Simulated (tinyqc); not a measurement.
Inside a calculation (part 2 of 3). Method: RHF in the sto-6g basis, for BH3, spin multiplicity 1. Computed by tinyqc, a small Python program that keeps every step (integrals from PySCF). Command: `OMP_NUM_THREADS=1 python tinyqc.py 24172 24173 out.jsonl` (the two numbers bound the seeds that draw the settings). One thread of a shared host (Intel(R) Xeon(R) Processor @ 2.60GHz), about 0.2 s of CPU time with the checks.

Geometry (angstrom):
```
atom          x          y         z
B      0.000000   0.000000  0.035000
H      1.458000   0.000000  0.000000
H     -0.729000   1.262000  0.000000
H     -0.729000  -1.262000  0.000000
```

## Iteration 1: building the Fock matrix

D at the start:
```
            1B 1s      1B 2s     1B 2px     1B 2py     1B 2pz      2H 1s      3H 1s      4H 1s
1B 1s    2.045488  -0.183435  -0.000107   0.000000   0.008361  -0.160047  -0.160102  -0.160102
1B 2s   -0.183435   0.879028   0.000362   0.000000  -0.023898   0.350811   0.350839   0.350839
1B 2px  -0.000107   0.000362   1.160315   0.000000  -0.000012   0.478045  -0.238971  -0.238971
1B 2py   0.000000   0.000000   0.000000   1.160055   0.000000   0.000000   0.414032  -0.414032
1B 2pz   0.008361  -0.023898  -0.000012   0.000000   0.000655  -0.009684  -0.009684  -0.009684
2H 1s   -0.160047   0.350811   0.478045   0.000000  -0.009684   0.340594   0.045290   0.045290
3H 1s   -0.160102   0.350839  -0.238971   0.414032  -0.009684   0.045290   0.340836   0.045294
4H 1s   -0.160102   0.350839  -0.238971  -0.414032  -0.009684   0.045290   0.045294   0.340836
```

core Hamiltonian H = T + V (hartree):
```
             1B 1s      1B 2s     1B 2px     1B 2py     1B 2pz      2H 1s      3H 1s      4H 1s
1B 1s   -13.533292  -3.366487   0.000015   0.000000   0.000937  -0.481710  -0.482344  -0.482344
1B 2s    -3.366487  -4.451077   0.000125   0.000000   0.008553  -1.342894  -1.344056  -1.344056
1B 2px    0.000015   0.000125  -3.740724   0.000000  -0.000003  -1.332944   0.667220   0.667220
1B 2py    0.000000   0.000000   0.000000  -3.740732   0.000000   0.000000  -1.155014   1.155014
1B 2pz    0.000937   0.008553  -0.000003   0.000000  -3.619655   0.033201   0.033237   0.033237
2H 1s    -0.481710  -1.342894  -1.332944   0.000000   0.033201  -2.695759  -0.195043  -0.195043
3H 1s    -0.482344  -1.344056   0.667220  -1.155014   0.033237  -0.195043  -2.696534  -0.195376
4H 1s    -0.482344  -1.344056   0.667220   1.155014   0.033237  -0.195043  -0.195376  -2.696534
```

nuclear repulsion = 6.07288379 hartree

Given earlier and not repeated: Two-electron integrals (ij|kl) in chemists' order.

J_ij = sum D_kl (ij|kl), K_ij = sum D_kl (ik|jl); F = H + J - 0.5 K; E = tr D H + tr D J / 2 - 0.25 tr D K + E_nn.

Coulomb J (hartree):
```
            1B 1s      1B 2s     1B 2px     1B 2py     1B 2pz      2H 1s      3H 1s      4H 1s
1B 1s    9.427175   1.881027  -0.000005   0.000000  -0.002308   0.271334   0.271693   0.271693
1B 2s    1.881027   4.339964  -0.000058   0.000000  -0.013146   1.265762   1.266885   1.266885
1B 2px  -0.000005  -0.000058   4.391585   0.000000   0.000001   1.343378  -0.672470  -0.672470
1B 2py   0.000000   0.000000   0.000000   4.391586   0.000000   0.000000   1.164121  -1.164121
1B 2pz  -0.002308  -0.013146   0.000001   0.000000   4.236713  -0.034101  -0.034139  -0.034139
2H 1s    0.271334   1.265762   1.343378   0.000000  -0.034101   2.926798   0.172570   0.172570
3H 1s    0.271693   1.266885  -0.672470   1.164121  -0.034139   0.172570   2.927769   0.172870
4H 1s    0.271693   1.266885  -0.672470  -1.164121  -0.034139   0.172570   0.172870   2.927769
```

exchange K (hartree):
```
            1B 1s      1B 2s     1B 2px     1B 2py     1B 2pz      2H 1s      3H 1s      4H 1s
1B 1s    5.911007   1.069279  -0.000007   0.000000   0.000683   0.159223   0.159435   0.159435
1B 2s    1.069279   1.358062  -0.000009   0.000000  -0.027581   0.569942   0.570331   0.570331
1B 2px  -0.000007  -0.000009   1.259481   0.000000   0.000001   0.617922  -0.309222  -0.309222
1B 2py   0.000000   0.000000   0.000000   1.259458   0.000000   0.000000   0.535390  -0.535390
1B 2pz   0.000683  -0.027581   0.000001   0.000000   0.281024  -0.015492  -0.015503  -0.015503
2H 1s    0.159223   0.569942   0.617922   0.000000  -0.015492   0.843152   0.098887   0.098887
3H 1s    0.159435   0.570331  -0.309222   0.535390  -0.015503   0.098887   0.843819   0.099048
4H 1s    0.159435   0.570331  -0.309222  -0.535390  -0.015503   0.098887   0.099048   0.843819
```

Fock matrix F (hartree):
```
            1B 1s      1B 2s     1B 2px     1B 2py     1B 2pz      2H 1s      3H 1s      4H 1s
1B 1s   -7.061621  -2.020099   0.000014   0.000000  -0.001712  -0.289988  -0.290369  -0.290369
1B 2s   -2.020099  -0.790144   0.000072   0.000000   0.009198  -0.362102  -0.362337  -0.362337
1B 2px   0.000014   0.000072   0.021121   0.000000  -0.000002  -0.298526   0.149361   0.149361
1B 2py   0.000000   0.000000   0.000000   0.021125   0.000000   0.000000  -0.258588   0.258588
1B 2pz  -0.001712   0.009198  -0.000002   0.000000   0.476545   0.006846   0.006850   0.006850
2H 1s   -0.289988  -0.362102  -0.298526   0.000000   0.006846  -0.190537  -0.071917  -0.071917
3H 1s   -0.290369  -0.362337   0.149361  -0.258588   0.006850  -0.071917  -0.190675  -0.072029
4H 1s   -0.290369  -0.362337   0.149361   0.258588   0.006850  -0.071917  -0.072029  -0.190675
```

total energy of this density = -25.90116276 hartree

## Iteration 1: diagonalisation and new density

X:
```
                1          2          3          4          5          6          7          8
1B 1s   -0.411874   0.000000  -0.000910   0.913876   0.176733   0.000000   0.000283   0.231625
1B 2s    1.166665   0.000000   0.001964  -0.015605   0.019960   0.000000   0.000468   0.510196
1B 2px  -0.002061   0.000000   0.976575   0.000033  -0.000002   0.000000   0.601742  -0.000444
1B 2py   0.000000   0.976630   0.000000   0.000000   0.000000   0.601775   0.000000   0.000000
1B 2pz  -0.026444   0.000000  -0.000036  -0.196119   0.980341   0.000000  -0.000006  -0.011450
2H 1s   -0.559691   0.000000  -0.841165  -0.231356  -0.044812   0.000000   0.466490   0.296573
3H 1s   -0.562306  -0.727801   0.419209  -0.231132  -0.044770   0.403758  -0.232881   0.297117
4H 1s   -0.562306   0.727801   0.419209  -0.231132  -0.044770  -0.403758  -0.232881   0.297117
```

Diagonalise F' = X^T F X, C = X C', fill 4 alpha and 4 beta electrons from the bottom; D = 2 C_occ C_occ^T. Each column has its largest component positive (the first on a tie).

F' = X^T F X (hartree):
```
           1         2          3          4          5          6          7          8
1   0.372978  0.000000  -0.000940   1.025449   0.197353   0.000000   0.000214   0.403687
2   0.000000  0.629667   0.000000   0.000000   0.000000   0.104720   0.000000   0.000000
3  -0.000940  0.000000   0.629475   0.002843   0.000557   0.000000   0.104692   0.001071
4   1.025449  0.000000   0.002843  -5.512894  -1.204239   0.000000  -0.002478  -2.411479
5   0.197353  0.000000   0.000557  -1.204239   0.234535   0.000000  -0.000499  -0.488679
6   0.000000  0.104720   0.000000   0.000000   0.000000  -0.282352   0.000000   0.000000
7   0.000214  0.000000   0.104692  -0.002478  -0.000499   0.000000  -0.282380  -0.001238
8   0.403687  0.000000   0.001071  -2.411479  -0.488679   0.000000  -0.001238  -1.599697
```

orbital energies (hartree): MO1 -7.065502, MO2 -0.462297, MO3 -0.294244, MO4 -0.294222, MO5 0.475642, MO6 0.547073, MO7 0.641344, MO8 0.641537

coefficients C:
```
              MO1        MO2        MO3        MO4        MO5        MO6        MO7        MO8
1B 1s    0.992778  -0.199282  -0.000069   0.000000  -0.036468  -0.251081   0.000807   0.000000
1B 2s    0.028262   0.552296   0.000283   0.000000   0.157886   1.136345  -0.003837   0.000000
1B 2px  -0.000005  -0.000163   0.487937   0.000000   0.000179   0.003059   1.038126   0.000000
1B 2py   0.000000   0.000000   0.000000   0.487953   0.000000   0.000000   0.000000   1.038191
1B 2pz   0.000079  -0.008402  -0.000004   0.000000   0.989465  -0.145773   0.000272   0.000000
2H 1s   -0.004750   0.326122   0.558058   0.000000  -0.071162  -0.591614  -0.780408   0.000000
3H 1s   -0.004754   0.326409  -0.278802   0.483158  -0.070958  -0.588163   0.393186  -0.677697
4H 1s   -0.004754   0.326409  -0.278802  -0.483158  -0.070958  -0.588163   0.393186   0.677697
```

D after iteration 1:
```
            1B 1s      1B 2s     1B 2px     1B 2py     1B 2pz      2H 1s      3H 1s      4H 1s
1B 1s    2.050645  -0.164009  -0.000013   0.000000   0.003505  -0.139488  -0.139497  -0.139497
1B 2s   -0.164009   0.611659   0.000096   0.000000  -0.009277   0.360279   0.360122   0.360122
1B 2px  -0.000013   0.000096   0.476165   0.000000  -0.000001   0.544488  -0.272182  -0.272182
1B 2py   0.000000   0.000000   0.000000   0.476197   0.000000   0.000000   0.471517  -0.471517
1B 2pz   0.003505  -0.009277  -0.000001   0.000000   0.000141  -0.005486  -0.005484  -0.005484
2H 1s   -0.139488   0.360279   0.544488   0.000000  -0.005486   0.835614  -0.098232  -0.098232
3H 1s   -0.139497   0.360122  -0.272182   0.471517  -0.005484  -0.098232   0.835476  -0.098292
4H 1s   -0.139497   0.360122  -0.272182  -0.471517  -0.005484  -0.098232  -0.098292   0.835476
```

## Iteration 2: building the Fock matrix

As before.

Coulomb J (hartree):
```
            1B 1s      1B 2s     1B 2px     1B 2py     1B 2pz      2H 1s      3H 1s      4H 1s
1B 1s    8.852378   1.738249  -0.000018   0.000000  -0.001961   0.251286   0.251620   0.251620
1B 2s    1.738249   4.036086  -0.000110   0.000000  -0.013231   1.214774   1.215824   1.215824
1B 2px  -0.000018  -0.000110   4.089354   0.000000   0.000002   1.309152  -0.655327  -0.655327
1B 2py   0.000000   0.000000   0.000000   4.089336   0.000000   0.000000   1.134425  -1.134425
1B 2pz  -0.001961  -0.013231   0.000002   0.000000   3.929562  -0.033322  -0.033359  -0.033359
2H 1s    0.251286   1.214774   1.309152   0.000000  -0.033322   2.992631   0.165842   0.165842
3H 1s    0.251620   1.215824  -0.655327   1.134425  -0.033359   0.165842   2.993298   0.166132
4H 1s    0.251620   1.215824  -0.655327  -1.134425  -0.033359   0.165842   0.166132   2.993298
```

exchange K (hartree):
```
            1B 1s      1B 2s     1B 2px     1B 2py     1B 2pz      2H 1s      3H 1s      4H 1s
1B 1s    5.900634   1.016840  -0.000006   0.000000   0.000111   0.155312   0.155514   0.155514
1B 2s    1.016840   1.147394  -0.000170   0.000000  -0.019031   0.568202   0.568544   0.568544
1B 2px  -0.000006  -0.000170   0.931731   0.000000   0.000006   0.645734  -0.323116  -0.323116
1B 2py   0.000000   0.000000   0.000000   0.931834   0.000000   0.000000   0.559437  -0.559437
1B 2pz   0.000111  -0.019031   0.000006   0.000000   0.217732  -0.013516  -0.013528  -0.013528
2H 1s    0.155312   0.568202   0.645734   0.000000  -0.013516   1.160029   0.077622   0.077622
3H 1s    0.155514   0.568544  -0.323116   0.559437  -0.013528   0.077622   1.160279   0.077767
4H 1s    0.155514   0.568544  -0.323116  -0.559437  -0.013528   0.077622   0.077767   1.160279
```

Fock matrix F (hartree):
```
            1B 1s      1B 2s     1B 2px     1B 2py     1B 2pz      2H 1s      3H 1s      4H 1s
1B 1s   -7.631232  -2.136658   0.000001   0.000000  -0.001079  -0.308081  -0.308481  -0.308481
1B 2s   -2.136658  -0.988688   0.000100   0.000000   0.004837  -0.412221  -0.412505  -0.412505
1B 2px   0.000001   0.000100  -0.117236   0.000000  -0.000004  -0.346658   0.173452   0.173452
1B 2py   0.000000   0.000000   0.000000  -0.117313   0.000000   0.000000  -0.300307   0.300307
1B 2pz  -0.001079   0.004837  -0.000004   0.000000   0.201041   0.006637   0.006642   0.006642
2H 1s   -0.308081  -0.412221  -0.346658   0.000000   0.006637  -0.283142  -0.068012  -0.068012
3H 1s   -0.308481  -0.412505   0.173452  -0.300307   0.006642  -0.068012  -0.283376  -0.068127
4H 1s   -0.308481  -0.412505   0.173452   0.300307   0.006642  -0.068012  -0.068127  -0.283376
```

total energy of this density = -26.19470618 hartree

## Iteration 2: DIIS over 2 matrices

error matrix X^T (FDS - SDF) X:
```
           1         2          3         4          5          6          7          8
1   0.000000  0.000000  -0.000022  0.128587   0.026180   0.000000   0.000009  -0.095328
2   0.000000  0.000000   0.000000  0.000000   0.000000  -0.042260   0.000000   0.000000
3   0.000022  0.000000   0.000000  0.000219   0.000045   0.000000  -0.042260  -0.000148
4  -0.128587  0.000000  -0.000219  0.000000  -0.005513   0.000000  -0.000017  -0.014176
5  -0.026180  0.000000  -0.000045  0.005513   0.000000   0.000000  -0.000009  -0.007922
6   0.000000  0.042260   0.000000  0.000000   0.000000   0.000000   0.000000   0.000000
7  -0.000009  0.000000   0.042260  0.000017   0.000009   0.000000   0.000000  -0.000003
8   0.095328  0.000000   0.000148  0.014176   0.007922   0.000000   0.000003   0.000000
```

B (overlaps of the stored error matrices):
```
                1               2
1   1.4124475e+00  -7.9074450e-02
2  -7.9074450e-02   6.0346781e-02
```

Minimise |sum c_i e_i|^2 with sum c_i = 1: solve [B -1; -1 0][c; lambda] = [0; -1] with B_ij = tr e_i^T e_j, and take F = sum c_i F_i.

DIIS coefficients: 0.085485  0.914515

extrapolated F (hartree):
```
            1B 1s      1B 2s     1B 2px     1B 2py     1B 2pz      2H 1s      3H 1s      4H 1s
1B 1s   -7.582539  -2.126694   0.000002   0.000000  -0.001133  -0.306534  -0.306933  -0.306933
1B 2s   -2.126694  -0.971716   0.000098   0.000000   0.005210  -0.407937  -0.408216  -0.408216
1B 2px   0.000002   0.000098  -0.105409   0.000000  -0.000004  -0.342544   0.171392   0.171392
1B 2py   0.000000   0.000000   0.000000  -0.105479   0.000000   0.000000  -0.296741   0.296741
1B 2pz  -0.001133   0.005210  -0.000004   0.000000   0.224592   0.006655   0.006660   0.006660
2H 1s   -0.306534  -0.407937  -0.342544   0.000000   0.006655  -0.275226  -0.068346  -0.068346
3H 1s   -0.306933  -0.408216   0.171392  -0.296741   0.006660  -0.068346  -0.275451  -0.068460
4H 1s   -0.306933  -0.408216   0.171392   0.296741   0.006660  -0.068346  -0.068460  -0.275451
```

## Iteration 2: diagonalisation and new density

As before.

F' = X^T F X (hartree):
```
           1         2          3          4          5          6          7          8
1   0.223865  0.000000  -0.000980   1.136509   0.218881   0.000000   0.000250   0.382027
2   0.000000  0.523795   0.000000   0.000000   0.000000   0.085565   0.000000   0.000000
3  -0.000980  0.000000   0.523698   0.003104   0.000606   0.000000   0.085542   0.001063
4   1.136509  0.000000   0.003104  -5.947373  -1.238636   0.000000  -0.002640  -2.547751
5   0.218881  0.000000   0.000606  -1.238636  -0.024044   0.000000  -0.000534  -0.517825
6   0.000000  0.085565   0.000000   0.000000   0.000000  -0.394084   0.000000   0.000000
7   0.000250  0.000000   0.085542  -0.002640  -0.000534   0.000000  -0.394047  -0.001279
8   0.382027  0.000000   0.001063  -2.547751  -0.517825   0.000000  -0.001279  -1.769137
```

orbital energies (hartree): MO1 -7.584811, MO2 -0.586891, MO3 -0.401992, MO4 -0.401950, MO5 0.224251, MO6 0.430756, MO7 0.531606, MO8 0.531703

coefficients C:
```
              MO1        MO2        MO3        MO4        MO5        MO6        MO7        MO8
1B 1s    0.994658  -0.211165   0.000000  -0.000100  -0.014542  -0.235686   0.000576   0.000000
1B 2s    0.020981   0.624781   0.000000   0.000390   0.062672   1.107847  -0.002893   0.000000
1B 2px  -0.000003  -0.000225   0.000000   0.509325   0.000016   0.002241   1.027804   0.000000
1B 2py   0.000000   0.000000   0.509340   0.000000   0.000000   0.000000   0.000000   1.027868
1B 2pz   0.000050  -0.005543   0.000000  -0.000001   0.997984  -0.066027   0.000140   0.000000
2H 1s   -0.003257   0.287386   0.000000   0.541747  -0.026045  -0.614467  -0.792198   0.000000
3H 1s   -0.003260   0.287746   0.469026  -0.270637  -0.026018  -0.611843   0.398473  -0.687553
4H 1s   -0.003260   0.287746  -0.469026  -0.270637  -0.026018  -0.611843   0.398473   0.687553
```

D after iteration 2:
```
            1B 1s      1B 2s     1B 2px     1B 2py     1B 2pz      2H 1s      3H 1s      4H 1s
1B 1s    2.067870  -0.222127  -0.000012   0.000000   0.002440  -0.127960  -0.127954  -0.127954
1B 2s   -0.222127   0.781583   0.000116   0.000000  -0.006925   0.359392   0.359209   0.359209
1B 2px  -0.000012   0.000116   0.518824   0.000000   0.000001   0.551722  -0.275813  -0.275813
1B 2py   0.000000   0.000000   0.000000   0.518854   0.000000   0.000000   0.477787  -0.477787
1B 2pz   0.002440  -0.006925   0.000001   0.000000   0.000061  -0.003188  -0.003190  -0.003190
2H 1s   -0.127960   0.359392   0.551722   0.000000  -0.003188   0.752182  -0.127823  -0.127823
3H 1s   -0.127954   0.359209  -0.275813   0.477787  -0.003190  -0.127823   0.752076  -0.127866
4H 1s   -0.127954   0.359209  -0.275813  -0.477787  -0.003190  -0.127823  -0.127866   0.752076
```

## Iteration 8 (converged): orbitals

converged F (hartree):
```
            1B 1s      1B 2s     1B 2px     1B 2py     1B 2pz      2H 1s      3H 1s      4H 1s
1B 1s   -7.543160  -2.113174   0.000001   0.000000  -0.000564  -0.305306  -0.305703  -0.305703
1B 2s   -2.113174  -0.980120   0.000098   0.000000   0.004259  -0.407297  -0.407576  -0.407576
1B 2px   0.000001   0.000098  -0.086942   0.000000  -0.000006  -0.340152   0.170192   0.170192
1B 2py   0.000000   0.000000   0.000000  -0.087017   0.000000   0.000000  -0.294666   0.294666
1B 2pz  -0.000564   0.004259  -0.000006   0.000000   0.238571   0.005534   0.005541   0.005541
2H 1s   -0.305306  -0.407297  -0.340152   0.000000   0.005534  -0.270893  -0.063256  -0.063256
3H 1s   -0.305703  -0.407576   0.170192  -0.294666   0.005541  -0.063256  -0.271115  -0.063370
4H 1s   -0.305703  -0.407576   0.170192   0.294666   0.005541  -0.063256  -0.063370  -0.271115
```

As before.

F' = X^T F X (hartree):
```
           1         2          3          4          5          6          7          8
1   0.219013  0.000000  -0.001009   1.139884   0.219332   0.000000   0.000216   0.366038
2   0.000000  0.534706   0.000000   0.000000   0.000000   0.096677   0.000000   0.000000
3  -0.001009  0.000000   0.534612   0.003105   0.000605   0.000000   0.096657   0.001023
4   1.139884  0.000000   0.003105  -5.914067  -1.233369   0.000000  -0.002624  -2.535234
5   0.219332  0.000000   0.000605  -1.233369  -0.008807   0.000000  -0.000534  -0.516957
6   0.000000  0.096677   0.000000   0.000000   0.000000  -0.385628   0.000000   0.000000
7   0.000216  0.000000   0.096657  -0.002624  -0.000534   0.000000  -0.385590  -0.001280
8   0.366038  0.000000   0.001023  -2.535234  -0.516957   0.000000  -0.001280  -1.761055
```

orbital energies (hartree): MO1 -7.545316, MO2 -0.588393, MO3 -0.395674, MO4 -0.395632, MO5 0.238197, MO6 0.430591, MO7 0.544659, MO8 0.544752

coefficients C:
```
              MO1        MO2        MO3        MO4        MO5        MO6        MO7        MO8
1B 1s    0.994783  -0.214844   0.000000  -0.000095  -0.014087  -0.231828   0.000501   0.000000
1B 2s    0.020445   0.642805   0.000000   0.000381   0.062131   1.097529  -0.002555   0.000000
1B 2px  -0.000002  -0.000207   0.000000   0.497594   0.000016   0.001961   1.033535   0.000000
1B 2py   0.000000   0.000000   0.497613   0.000000   0.000000   0.000000   0.000000   1.033596
1B 2pz  -0.000016  -0.003487   0.000000   0.000004   0.997910  -0.067264   0.000121   0.000000
2H 1s   -0.003051   0.277373   0.000000   0.550733  -0.027744  -0.618762  -0.786147   0.000000
3H 1s   -0.003054   0.277714   0.476818  -0.275150  -0.027711  -0.616498   0.395201  -0.682173
4H 1s   -0.003054   0.277714  -0.476818  -0.275150  -0.027711  -0.616498   0.395201   0.682173
```

D after iteration 8:
```
            1B 1s      1B 2s     1B 2px     1B 2py     1B 2pz      2H 1s      3H 1s      4H 1s
1B 1s    2.071503  -0.235530  -0.000011   0.000000   0.001467  -0.125360  -0.125353  -0.125353
1B 2s   -0.235530   0.827232   0.000113   0.000000  -0.004484   0.356888   0.356697   0.356697
1B 2px  -0.000011   0.000113   0.495199   0.000000   0.000005   0.547968  -0.273940  -0.273940
1B 2py   0.000000   0.000000   0.000000   0.495237   0.000000   0.000000   0.474541  -0.474541
1B 2pz   0.001467  -0.004484   0.000005   0.000000   0.000024  -0.001930  -0.001939  -0.001939
2H 1s   -0.125360   0.356888   0.547968   0.000000  -0.001930   0.760505  -0.148989  -0.148989
3H 1s   -0.125353   0.356697  -0.273940   0.474541  -0.001939  -0.148989   0.760394  -0.149028
4H 1s   -0.125353   0.356697  -0.273940  -0.474541  -0.001939  -0.148989  -0.149028   0.760394
```
